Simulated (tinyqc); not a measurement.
Inside a calculation. Method: Hueckel theory of the pi electrons with the omega technique, for the molecule C=CC=C([CH2+])N (SMILES; centres numbered as the heavy atoms are written). Computed by tinyqc, a small Python program that keeps every step. Settings: charge = 1, omega = 0.6, damping = 0. Command: `OMP_NUM_THREADS=1 python tinyqc.py 23772 23773 out.jsonl` (the two numbers bound the seeds that draw the settings). One thread of a shared host (Intel(R) Xeon(R) Processor @ 2.60GHz), about 0.01 s of CPU time with the checks.

## The Hueckel matrix

Centres:
```
centre  z_r, pi electrons of the neutral centre       h
1C                                            1  0.0000
2C                                            1  0.0000
3C                                            1  0.0000
4C                                            1  0.0000
5C                                            1  0.0000
6N                                            2  1.3900
```

Bonds:
```
i  j       k
1  2       1
2  3       1
3  4       1
4  5       1
4  6  0.7800
```

H_rr = alpha + h_r beta, H_rs = k_rs beta for bonded centres.

Hueckel matrix in units of beta (H = alpha + beta A), order 1C, 2C, 3C, 4C, 5C, 6N:
```
[[0.0000, 1.0000, 0.0000, 0.0000, 0.0000, 0.0000],
 [1.0000, 0.0000, 1.0000, 0.0000, 0.0000, 0.0000],
 [0.0000, 1.0000, 0.0000, 1.0000, 0.0000, 0.0000],
 [0.0000, 0.0000, 1.0000, 0.0000, 1.0000, 0.7800],
 [0.0000, 0.0000, 0.0000, 1.0000, 0.0000, 0.0000],
 [0.0000, 0.0000, 0.0000, 0.7800, 0.0000, 1.3900]]
```

## Orbitals, round 1

pi electrons, sum of z_r less the charge = 6

Diagonalise; E = alpha + x beta with beta < 0, so the largest x are filled first; degenerate levels share their electrons. P = sum n_i c_ri c_si; each orbital has its largest coefficient positive (the first on a tie).

x values: [2.0707, 1.4071, 0.7567, 0.0000, -1.0597, -1.7848]

occupations: [2.0000, 2.0000, 2.0000, 0.0000, 0.0000, 0.0000]

coefficients, order 1C, 2C, 3C, 4C, 5C, 6N:
```
[[0.1168, 0.4232, -0.3855, 0.5774, -0.5091, 0.2572],
 [0.2420, 0.5955, -0.2917, 0.0000, 0.5395, -0.4591],
 [0.3842, 0.4147, 0.1648, -0.5774, -0.0626, 0.5622],
 [0.5536, -0.0119, 0.4164, 0.0000, -0.4731, -0.5443],
 [0.2673, -0.0085, 0.5503, 0.5774, 0.4465, 0.3049],
 [0.6343, -0.5423, -0.5128, 0.0000, 0.1506, 0.1337]]
```

charge and bond-order matrix P, order 1C, 2C, 3C, 4C, 5C, 6N:
```
[[0.6827, 0.7854, 0.3137, -0.2017, -0.3690, 0.0846],
 [0.7854, 0.9964, 0.5837, 0.0108, -0.2017, -0.0398],
 [0.3137, 0.5837, 0.6935, 0.5527, 0.3797, -0.1315],
 [-0.2017, 0.0108, 0.5527, 0.9599, 0.7544, 0.2881],
 [-0.3690, -0.2017, 0.3797, 0.7544, 0.7487, -0.2161],
 [0.0846, -0.0398, -0.1315, 0.2881, -0.2161, 1.9189]]
```

## Omega technique, round 1

h_r = h_r(0) + omega q_r, omega = 0.6, with q_r = z_r - P_rr.

matrix after round 1, order 1C, 2C, 3C, 4C, 5C, 6N:
```
[[0.1904, 1.0000, 0.0000, 0.0000, 0.0000, 0.0000],
 [1.0000, 0.0021, 1.0000, 0.0000, 0.0000, 0.0000],
 [0.0000, 1.0000, 0.1839, 1.0000, 0.0000, 0.0000],
 [0.0000, 0.0000, 1.0000, 0.0241, 1.0000, 0.7800],
 [0.0000, 0.0000, 0.0000, 1.0000, 0.1508, 0.0000],
 [0.0000, 0.0000, 0.0000, 0.7800, 0.0000, 1.4387]]
```

## Orbitals, round 2

As before.

x values: [2.1401, 1.4893, 0.8550, 0.1749, -0.9757, -1.6936]

occupations: [2.0000, 2.0000, 2.0000, 0.0000, 0.0000, 0.0000]

coefficients, order 1C, 2C, 3C, 4C, 5C, 6N:
```
[[0.1294, 0.4393, -0.4078, 0.5732, -0.4831, -0.2488],
 [0.2522, 0.5707, -0.2711, -0.0089, 0.5634, 0.4688],
 [0.4098, 0.4094, 0.1766, -0.5748, -0.0678, -0.5461],
 [0.5495, -0.0363, 0.3896, 0.0141, -0.4847, 0.5566],
 [0.2762, -0.0271, 0.5532, 0.5837, 0.4303, -0.3018],
 [0.6111, -0.5582, -0.5207, -0.0087, 0.1566, -0.1386]]
```

charge and bond-order matrix P, order 1C, 2C, 3C, 4C, 5C, 6N:
```
[[0.7522, 0.7878, 0.3217, -0.2075, -0.4036, 0.0923],
 [0.7878, 0.9255, 0.5782, 0.0246, -0.1915, -0.0466],
 [0.3217, 0.5782, 0.7335, 0.5584, 0.3997, -0.1401],
 [-0.2075, 0.0246, 0.5584, 0.9101, 0.7366, 0.3063],
 [-0.4036, -0.1915, 0.3997, 0.7366, 0.7662, -0.2083],
 [0.0923, -0.0466, -0.1401, 0.3063, -0.2083, 1.9124]]
```

## Omega technique, round 2

As before.

matrix after round 2, order 1C, 2C, 3C, 4C, 5C, 6N:
```
[[0.1487, 1.0000, 0.0000, 0.0000, 0.0000, 0.0000],
 [1.0000, 0.0447, 1.0000, 0.0000, 0.0000, 0.0000],
 [0.0000, 1.0000, 0.1599, 1.0000, 0.0000, 0.0000],
 [0.0000, 0.0000, 1.0000, 0.0539, 1.0000, 0.7800],
 [0.0000, 0.0000, 0.0000, 1.0000, 0.1403, 0.0000],
 [0.0000, 0.0000, 0.0000, 0.7800, 0.0000, 1.4426]]
```

## Convergence

Each round sets h_r = h_r(0) + omega (z_r - P_rr), keeping the share named as damping of the old diagonal; repeat until output and input diagonals agree to 1e-6.

Rounds:
```
round  sum n x  largest |h(out) - h(in)|
1       8.4690                  1.90e-01
2       8.9689                  4.25e-02
3       8.9876                  2.19e-02
4       8.9806                  1.22e-02
5       8.9833                  7.18e-03
6       8.9822                  4.46e-03
7       8.9827                  2.99e-03
8       8.9824                  2.22e-03
9       8.9825                  1.62e-03
10      8.9825                  1.17e-03
11      8.9825                  8.40e-04
12      8.9825                  6.01e-04
13      8.9825                  4.29e-04
14      8.9825                  3.06e-04
15      8.9825                  2.18e-04
16      8.9825                  1.55e-04
17      8.9825                  1.11e-04
18      8.9825                  7.88e-05
19      8.9825                  5.61e-05
20      8.9825                  4.00e-05
21      8.9825                  2.84e-05
22      8.9825                  2.03e-05
23      8.9825                  1.44e-05
24      8.9825                  1.03e-05
25      8.9825                  7.31e-06
26      8.9825                  5.21e-06
27      8.9825                  3.71e-06
28      8.9825                  2.64e-06
29      8.9825                  1.88e-06
30      8.9825                  1.34e-06
31      8.9825                  9.53e-07
```

Converged in 31 rounds.

## Energy, charges, bond orders

final x values: [2.1457, 1.4921, 0.8535, 0.1565, -0.9695, -1.6882]

occupations: [2.0000, 2.0000, 2.0000, 0.0000, 0.0000, 0.0000]

final P, order 1C, 2C, 3C, 4C, 5C, 6N:
```
[[0.7284, 0.7860, 0.3205, -0.2052, -0.3945, 0.0900],
 [0.7860, 0.9462, 0.5817, 0.0202, -0.1964, -0.0449],
 [0.3205, 0.5817, 0.7236, 0.5557, 0.3934, -0.1375],
 [-0.2052, 0.0202, 0.5557, 0.9230, 0.7423, 0.3029],
 [-0.3945, -0.1964, 0.3934, 0.7423, 0.7654, -0.2122],
 [0.0900, -0.0449, -0.1375, 0.3029, -0.2122, 1.9134]]
```

E = sum n x; q_r = z_r - P_rr; bond order p = P_rs; free valence = sqrt(3) - sum of p over the bonds of the atom.

pi energy = 6 alpha + this times beta = 8.9825

pi charges: [0.2716, 0.0538, 0.2764, 0.0770, 0.2346, 0.0866]

Bond orders and lengths from R = 1.517 - 0.180 p (angstrom, C-C alone):
```
bond       p       R
1-2   0.7860  1.3755
2-3   0.5817  1.4123
3-4   0.5557  1.4170
4-5   0.7423  1.3834
4-6   0.3029       -
```

free valence of the carbons: [0.9461, 0.3644, 0.5946, 0.1311, 0.9898]

gap between the highest filled and the next level = 0.6970 |beta|
